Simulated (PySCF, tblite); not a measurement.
# H₂O: protonation

What do calculations give for the protonation of H₂O (`O`)?

Programs: tblite 0.8.0 and PySCF 2.14.0, with routines of our own; each step states its level. All values are computed. Atoms count from 0.

## 1. The system as given

3 atoms, charge 0, multiplicity 1; geometry from: start built from the parent or by distance geometry.

## 2. Geometry optimisation with GFN2-xTB

What the job is given:

```
{"job": {"kind": "relax", "xc": "GFN2-xTB", "basis": "xTB"}, "charge": 0, "multiplicity": 1}
O      0.010300     0.380100    -0.005300
H     -0.805800    -0.186600    -0.023000
H      0.818500    -0.198500     0.003200
```

Command:

```
OMP_NUM_THREADS=1 python redox_run.py task.json out
```

One launch serves the whole session: the jobs run in the order shown.

The log of the run:

```text
step      E/eV     max force
  0    -137.91774    1.505
  1    -137.96741    0.342
  2    -137.97109    0.276
  3    -137.97626    0.135
  4    -137.97654    0.017
  5    -137.97654    0.001
```

Run time: 0.01 s. Hardware: 1 thread of Arm Neoverse V2, shared host.

Step by step:

```csv
step,energy from step 0 (eV),largest force (eV/Å)
0,0.0000,1.5045
1,-0.0497,0.3418
2,-0.0533,0.2760
3,-0.0585,0.1350
4,-0.0588,0.0170
5,-0.0588,0.0014
```

Distances of close pairs at the start and the end, largest changes first:

```csv
bond,before (Å),after (Å),change (Å)
O0–H2,0.994,0.959,-0.035
O0–H1,0.994,0.959,-0.035
```

The next job starts from the end point, and lists it.

## 3. Infrared spectrum with GFN2-xTB

What the job is given:

```
{"job": {"kind": "ir", "xc": "GFN2-xTB", "basis": "xTB"}, "charge": 0, "multiplicity": 1}
O      0.010365     0.377659    -0.005300
H     -0.765734    -0.185763    -0.022359
H      0.778330    -0.196972     0.002552
```

The log of the run:

```text
mode    cm-1     km/mol
  1    1539.4    133.26
  2    3643.6      6.77
  3    3651.9     16.45
ZPE 52.844  H(298)-E 62.771  G(298)-E 6.537 kJ/mol  S 188.61 J/(mol K)
```

Run time: 0.04 s. Hardware: 1 thread of Arm Neoverse V2, shared host.

Which atoms move in the most intense modes:

```csv
cm⁻¹,km/mol,atoms
1539,133.3,"H2 46 %, H1 46 %"
3644,6.8,"H1 50 %, H2 47 %"
3652,16.4,"H2 48 %, H1 45 %"
```

## 4. Relaxing the molecule at PBE0-D3(BJ)/def2-SVP

What the job is given:

```
{"job": {"xc": "PBE0", "basis": "def2-SVP", "d3": "d3bj", "grid": 1, "kind": "geom"}, "charge": 0, "multiplicity": 1}
O      0.010365     0.377659    -0.005300
H     -0.765734    -0.185763    -0.022359
H      0.778330    -0.196972     0.002552
```

The log of the run:

```text
step   0  E = -76.27620724  max force = 0.010987
step   1  E = -76.27660809  max force = 0.000966
step   2  E = -76.27660992  max force = 0.000193
optimisation converged
```

It took 0.46 s on 1 thread of Arm Neoverse V2, shared host.

The steps of the relaxation:

```csv
step,energy from step 0 (eV),largest force component (eV/Å)
0,0.0000,0.5650
1,-0.0109,0.0497
2,-0.0110,0.0099
```

Distances of close pairs at the start and the end, largest changes first:

```csv
bond,before (Å),after (Å),change (Å)
O0–H2,0.959,0.963,+0.004
O0–H1,0.959,0.963,+0.004
```

The end geometry stands in the next job.

```csv
at the end point,value
point group (found at 0.08 Å tolerance),C2v
"rotational constants (GHz, main isotopes)","788.7, 440.7, 282.7"
dipole moment (D),2.03
```

## 5. Harmonic vibrations (H2O): PBE0-D3(BJ)/def2-SVP

What the job is given:

```
{"job": {"xc": "PBE0", "basis": "def2-SVP", "d3": "d3bj", "grid": 2, "kind": "hessian"}, "charge": 0, "multiplicity": 1}
O      0.010306     0.397155    -0.004969
H     -0.743881    -0.196774     0.068602
H      0.756486    -0.205453    -0.088708
```

The log of the run:

```text
coarse grid: 2328 points
cycle   1  E = -76.1837768518  dE = -5.050e-03  |g| = 6.496e-01  |ddm| = 1.381e+00
cycle   2  E = -76.1345501188  dE =  4.923e-02  |g| = 8.336e-01  |ddm| = 9.412e-01
cycle   3  E = -76.2618598883  dE = -1.273e-01  |g| = 2.259e-02  |ddm| = 5.519e-01
cycle   4  E = -76.2619494818  dE = -8.959e-05  |g| = 2.761e-03  |ddm| = 1.211e-02
cycle   5  E = -76.2619507894  dE = -1.308e-06  |g| = 3.419e-04  |ddm| = 1.725e-03
final grid: 21952 points
cycle   6  E = -76.2766226758  dE = -7.749e-06  |g| = 2.483e-03  |ddm| = 8.001e-03
cycle   7  E = -76.2766220110  dE =  6.647e-07  |g| = 3.153e-03  |ddm| = 3.545e-03
cycle   8  E = -76.2766237757  dE = -1.765e-06  |g| = 3.732e-05  |ddm| = 1.928e-03
cycle   9  E = -76.2766237760  dE = -3.764e-10  |g| = 3.854e-06  |ddm| = 4.306e-05
cycle  10  E = -76.2766237760  dE = -3.268e-12  |g| = 5.572e-07  |ddm| = 3.568e-06
converged SCF energy = -76.2766237760

mode    cm-1
  1    1643.7
  2    3865.2
  3    3965.0
ZPE 56.666  H(298)-E 66.589  G(298)-E 10.289 kJ/mol  S 188.83 J/(mol K)
```

Run time: 1.1 s. Hardware: 1 thread of Arm Neoverse V2, shared host.

Zero-point energy 56.67 kJ/mol (xTB gave 52.84).

## 6. Single point (H₂O): wB97X-D3(BJ)/def2-TZVP

Geometry: PBE0-D3(BJ)/def2-SVP.

What the job is given:

```
{"job": {"kind": "sp", "xc": "wB97X", "basis": "def2-TZVP", "d3": "d3bj", "grid": 2}, "charge": 0, "multiplicity": 1}
O      0.010306     0.397155    -0.004969
H     -0.743881    -0.196774     0.068602
H      0.756486    -0.205453    -0.088708
```

The log of the run:

```text
coarse grid: 2328 points
cycle   1  E = -76.4107394884  dE = -7.964e-02  |g| = 5.829e-01  |ddm| = 9.433e-01
cycle   2  E = -76.4168275893  dE = -6.088e-03  |g| = 5.950e-01  |ddm| = 5.423e-01
cycle   3  E = -76.4727315507  dE = -5.590e-02  |g| = 2.678e-02  |ddm| = 2.508e-01
cycle   4  E = -76.4728476723  dE = -1.161e-04  |g| = 5.251e-03  |ddm| = 1.405e-02
cycle   5  E = -76.4728555350  dE = -7.863e-06  |g| = 6.243e-04  |ddm| = 5.722e-03
final grid: 21952 points
cycle   6  E = -76.4740991679  dE = -1.144e-05  |g| = 1.801e-03  |ddm| = 5.586e-03
cycle   7  E = -76.4740992881  dE = -1.202e-07  |g| = 1.476e-03  |ddm| = 1.267e-03
cycle   8  E = -76.4740996122  dE = -3.241e-07  |g| = 2.041e-04  |ddm| = 6.568e-04
cycle   9  E = -76.4740996216  dE = -9.394e-09  |g| = 2.664e-05  |ddm| = 1.477e-04
converged SCF energy = -76.4740996216
```

Run time: 0.22 s. Hardware: 1 thread of Arm Neoverse V2, shared host.

## 7. Geometry optimisation with GFN2-xTB

This step treats H₃O+, `[OH3+]`.

What the job is given:

```
{"job": {"kind": "relax", "xc": "GFN2-xTB", "basis": "xTB"}, "charge": 1, "multiplicity": 1}
O      0.026500     0.391000    -0.010300
H     -0.754600    -0.188100     0.045600
H      0.773900    -0.213100    -0.085500
H     -0.055900     0.732900     0.908700
```

The log of the run:

```text
step      E/eV     max force
  0    -138.26722    1.336
  1    -138.33012    1.055
  2    -138.42256    0.885
  3    -138.44795    0.595
  4    -138.45564    0.194
  5    -138.45644    0.052
  6    -138.45654    0.047
  7    -138.45672    0.035
  8    -138.45677    0.016
  9    -138.45677    0.003
```

It took 0.04 s on 1 thread of Arm Neoverse V2, shared host.

Relaxation path:

```csv
step,energy from step 0 (eV),largest force (eV/Å)
0,0.0000,1.3358
1,-0.0629,1.0547
2,-0.1553,0.8849
3,-0.1807,0.5953
4,-0.1884,0.1945
5,-0.1892,0.0521
6,-0.1893,0.0466
7,-0.1895,0.0345
8,-0.1895,0.0163
9,-0.1895,0.0028
```

Distances of close pairs at the start and the end, largest changes first:

```csv
bond,before (Å),after (Å),change (Å)
O0–H2,0.964,0.984,+0.020
O0–H1,0.974,0.984,+0.010
O0–H3,0.984,0.984,-0.000
```

The next job starts from the end point, and lists it.

## 8. Vibrational analysis with GFN2-xTB

What the job is given:

```
{"job": {"kind": "ir", "xc": "GFN2-xTB", "basis": "xTB"}, "charge": 1, "multiplicity": 1}
O     -0.010802     0.330266     0.062715
H     -0.819964    -0.220239    -0.035790
H      0.809583    -0.189371    -0.093850
H      0.011200     0.802074     0.925486
```

The log of the run:

```text
mode    cm-1     km/mol
  1     956.6    687.35
  2    1354.7    183.74
  3    1354.9    183.65
  4    3258.3    370.00
  5    3258.7    369.92
  6    3318.6     38.07
ZPE 80.758  H(298)-E 90.835  G(298)-E 33.189 kJ/mol  S 193.35 J/(mol K)
```

Wall time 0.11 s (1 thread of Arm Neoverse V2, shared host).

The strongest bands and the atoms that carry them (share of the mass-weighted mode):

```csv
cm⁻¹,km/mol,atoms
957,687.4,"H1 28 %, H3 28 %, H2 28 %, O0 15 %"
1355,183.7,"H1 57 %, H3 22 %, H2 14 %"
1355,183.7,"H2 48 %, H3 40 %"
3258,370.0,"H2 59 %, H1 27 %"
3259,369.9,"H3 55 %, H1 34 %"
3319,38.1,"H3 33 %, H1 33 %, H2 33 %"
```

## 9. Geometry optimisation at PBE0-D3(BJ)/def2-SVP

This step treats H₃O+, `[OH3+]`.

What the job is given:

```
{"job": {"xc": "PBE0", "basis": "def2-SVP", "d3": "d3bj", "grid": 1, "kind": "geom"}, "charge": 1, "multiplicity": 1}
O     -0.010802     0.330266     0.062715
H     -0.819964    -0.220239    -0.035790
H      0.809583    -0.189371    -0.093850
H      0.011200     0.802074     0.925486
```

The log of the run:

```text
step   0  E = -76.56286818  max force = 0.001704
step   1  E = -76.56289204  max force = 0.000435
step   2  E = -76.56289316  max force = 0.000084
optimisation converged
```

It took 0.43 s on 1 thread of Arm Neoverse V2, shared host.

Step by step:

```csv
step,energy from step 0 (eV),largest force component (eV/Å)
0,0.0000,0.0876
1,-0.0006,0.0224
2,-0.0007,0.0043
```

Close pairs (by a distance rule), those that changed most:

```csv
bond,before (Å),after (Å),change (Å)
O0–H1,0.984,0.982,-0.002
O0–H2,0.984,0.982,-0.002
O0–H3,0.984,0.982,-0.002
```

The end geometry stands in the next job.

```csv
at the end point,value
point group (found at 0.08 Å tolerance),C3v
"rotational constants (GHz, main isotopes)","329.4, 329.3, 188.1"
```

## 10. Harmonic vibrations (H₃O+): PBE0-D3(BJ)/def2-SVP

What the job is given:

```
{"job": {"xc": "PBE0", "basis": "def2-SVP", "d3": "d3bj", "grid": 2, "kind": "hessian"}, "charge": 1, "multiplicity": 1}
O     -0.006763     0.324327     0.067476
H     -0.760820    -0.277171    -0.115058
H      0.861778    -0.126130    -0.013716
H     -0.104233     0.801756     0.919760
```

The log of the run:

```text
coarse grid: 2952 points
cycle   1  E = -76.5323536612  dE =  3.553e-01  |g| = 3.132e-01  |ddm| = 1.568e+00
cycle   2  E = -76.5353778147  dE = -3.024e-03  |g| = 2.953e-01  |ddm| = 3.409e-01
cycle   3  E = -76.5500296079  dE = -1.465e-02  |g| = 4.724e-02  |ddm| = 1.731e-01
cycle   4  E = -76.5504092026  dE = -3.796e-04  |g| = 3.432e-03  |ddm| = 2.484e-02
cycle   5  E = -76.5504110648  dE = -1.862e-06  |g| = 9.341e-05  |ddm| = 1.880e-03
final grid: 27328 points
cycle   6  E = -76.5628801320  dE = -1.100e-05  |g| = 1.042e-03  |ddm| = 7.014e-03
cycle   7  E = -76.5628801201  dE =  1.194e-08  |g| = 1.089e-03  |ddm| = 1.095e-03
cycle   8  E = -76.5628803222  dE = -2.021e-07  |g| = 1.032e-04  |ddm| = 6.095e-04
cycle   9  E = -76.5628803240  dE = -1.883e-09  |g| = 1.077e-05  |ddm| = 5.736e-05
cycle  10  E = -76.5628803241  dE = -2.163e-11  |g| = 7.396e-07  |ddm| = 7.526e-06
converged SCF energy = -76.5628803241

mode    cm-1
  1     783.7
  2    1623.9
  3    1624.2
  4    3609.8
  5    3720.0
  6    3720.7
ZPE 90.212  H(298)-E 100.362  G(298)-E 42.631 kJ/mol  S 193.63 J/(mol K)
```

Run time: 1.7 s. Hardware: 1 thread of Arm Neoverse V2, shared host.

Zero-point energy 90.21 kJ/mol (xTB gave 80.76).

## 11. Single point (H3O+): wB97X-D3(BJ)/def2-TZVP

Geometry: PBE0-D3(BJ)/def2-SVP.

What the job is given:

```
{"job": {"kind": "sp", "xc": "wB97X", "basis": "def2-TZVP", "d3": "d3bj", "grid": 2}, "charge": 1, "multiplicity": 1}
O     -0.006763     0.324327     0.067476
H     -0.760820    -0.277171    -0.115058
H      0.861778    -0.126130    -0.013716
H     -0.104233     0.801756     0.919760
```

The log of the run:

```text
coarse grid: 2952 points
cycle   1  E = -76.7312263933  dE =  3.450e-01  |g| = 2.971e-01  |ddm| = 1.052e+00
cycle   2  E = -76.7508352457  dE = -1.961e-02  |g| = 1.031e-01  |ddm| = 2.189e-01
cycle   3  E = -76.7521557305  dE = -1.320e-03  |g| = 4.965e-02  |ddm| = 5.374e-02
cycle   4  E = -76.7525243572  dE = -3.686e-04  |g| = 9.179e-03  |ddm| = 2.325e-02
cycle   5  E = -76.7525382582  dE = -1.390e-05  |g| = 7.412e-04  |ddm| = 4.482e-03
cycle   6  E = -76.7525384278  dE = -1.696e-07  |g| = 5.220e-05  |ddm| = 9.627e-04
final grid: 27328 points
cycle   7  E = -76.7514349556  dE = -1.911e-05  |g| = 1.224e-03  |ddm| = 5.801e-03
cycle   8  E = -76.7514351466  dE = -1.910e-07  |g| = 2.036e-04  |ddm| = 5.932e-04
cycle   9  E = -76.7514351553  dE = -8.656e-09  |g| = 1.286e-04  |ddm| = 1.504e-04
cycle  10  E = -76.7514351578  dE = -2.570e-09  |g| = 3.228e-05  |ddm| = 6.056e-05
converged SCF energy = -76.7514351578
```

Run time: 0.26 s. Hardware: 1 thread of Arm Neoverse V2, shared host.

## 12. Single point (H₂O): wB97X-D3(BJ)/def2-TZVP in cyclohexane

Geometry: PBE0-D3(BJ)/def2-SVP.

What the job is given:

```
{"job": {"kind": "sp", "xc": "wB97X", "basis": "def2-TZVP", "d3": "d3bj", "grid": 2, "solvent": "cyclohexane"}, "charge": 0, "multiplicity": 1}
O      0.010306     0.397155    -0.004969
H     -0.743881    -0.196774     0.068602
H      0.756486    -0.205453    -0.088708
```

The log of the run:

```text
final grid: 21952 points
cycle   1  E = -76.4783388817  dE = -1.717e-04  |g| = 9.990e-03  |ddm| = 2.829e-02
cycle   2  E = -76.4783506789  dE = -1.180e-05  |g| = 9.000e-03  |ddm| = 1.023e-02
cycle   3  E = -76.4783635716  dE = -1.289e-05  |g| = 1.164e-03  |ddm| = 4.131e-03
cycle   4  E = -76.4783642782  dE = -7.066e-07  |g| = 2.490e-04  |ddm| = 2.031e-03
cycle   5  E = -76.4783643336  dE = -5.546e-08  |g| = 3.625e-05  |ddm| = 6.868e-04
cycle   6  E = -76.4783643348  dE = -1.177e-09  |g| = 4.362e-06  |ddm| = 1.035e-04
converged SCF energy = -76.4783643348
```

Wall time 0.2 s (1 thread of Arm Neoverse V2, shared host).

## 13. Single point (H₃O+): wB97X-D3(BJ)/def2-TZVP in cyclohexane

Geometry: PBE0-D3(BJ)/def2-SVP.

What the job is given:

```
{"job": {"kind": "sp", "xc": "wB97X", "basis": "def2-TZVP", "d3": "d3bj", "grid": 2, "solvent": "cyclohexane"}, "charge": 1, "multiplicity": 1}
O     -0.006763     0.324327     0.067476
H     -0.760820    -0.277171    -0.115058
H      0.861778    -0.126130    -0.013716
H     -0.104233     0.801756     0.919760
```

The log of the run:

```text
final grid: 27328 points
cycle   1  E = -76.8228079585  dE = -6.308e-05  |g| = 3.626e-03  |ddm| = 2.200e-02
cycle   2  E = -76.8228110503  dE = -3.092e-06  |g| = 2.248e-03  |ddm| = 4.622e-03
cycle   3  E = -76.8228118163  dE = -7.660e-07  |g| = 6.456e-04  |ddm| = 1.029e-03
cycle   4  E = -76.8228119170  dE = -1.008e-07  |g| = 1.229e-04  |ddm| = 5.074e-04
cycle   5  E = -76.8228119262  dE = -9.165e-09  |g| = 1.772e-05  |ddm| = 1.932e-04
converged SCF energy = -76.8228119262
```

Wall time 0.26 s (1 thread of Arm Neoverse V2, shared host).

## 14. Protonation: wB97X-D3(BJ)/def2-TZVP

This step combines the energies above: geometries from PBE0-D3(BJ)/def2-SVP, zero-point and thermal terms from PBE0-D3(BJ)/def2-SVP.

What the job is given:

```
{"job": {"kind": "pa", "geom": {"xc": "PBE0", "basis": "def2-SVP", "d3": "d3bj", "grid": 1}, "hess": 1, "level": {"xc": "wB97X", "basis": "def2-TZVP", "d3": "d3bj", "solvents": ["cyclohexane"]}}, "charge": 0, "multiplicity": 1}
O      0.010306     0.397155    -0.004969
H     -0.743881    -0.196774     0.068602
H      0.756486    -0.205453    -0.088708
```

Output (the driver's rows laid out field by field):

```text
protonation site by site, wB97X-D3(BJ)/def2-TZVP // PBE0-D3(BJ)/def2-SVP

row 1
  formula                 H3O
  charge                  1
  multiplicity            1
  smiles                  [OH3+]
  kept                    yes
  pieces                  1
  point_group             C3v
  atom                    0
  element                 O
  electronic              728.14
  enthalpy                700.57
  free_energy             669.52
  solution                cyclohexane 845.72
  share_gas               1.0
  share_solution          cyclohexane 1.0
```

Run time: 5.2 s. Hardware: 1 thread of Arm Neoverse V2, shared host.

Energy given off on adding a proton (kJ/mol, gas phase, 298 K for the thermal columns):

```csv
site,product,electronic,enthalpy,free energy
O0,[OH3+],728.1,700.6,669.5
```

Free energies in a continuum (kJ/mol, same sign; the bare proton is left unsolvated, so these are no solution acidities or basicities): cyclohexane: O0 845.7.

## 15. Summary of results

| quantity | value |
| --- | --- |
| strongest single infrared mode (GFN2-xTB) | 1539 cm⁻¹, 133 km/mol |
| zero-point energy (GFN2-xTB) | 12.6 kcal/mol |
| point group | C2v |
| rotational constants (main isotopes) | 788.69, 440.66, 282.71 GHz |
| proton affinity (−ΔH), O0 (wB97X-D3(BJ)/def2-TZVP) | 700.6 kJ/mol |

In words: No mode is imaginary among the 3: a minimum at this level. The strongest single mode, at 1539 cm⁻¹, moves mainly H2 and H1. GFN2-xTB is a fitted tight-binding method: band positions and strengths are rough. Its intensities can rank the bands wrongly. The optimisation took 2 steps and gained 0.011 eV; among the close pairs (by a distance rule), O0–H2 changed most, from 0.959 to 0.963 Å (PBE0/def2-SVP). The proton affinity (−ΔH) at O0 is 700.6 kJ/mol at wB97X-D3(BJ)/def2-TZVP; zero-point and thermal terms move it by -27.5 kJ/mol from the electronic value.
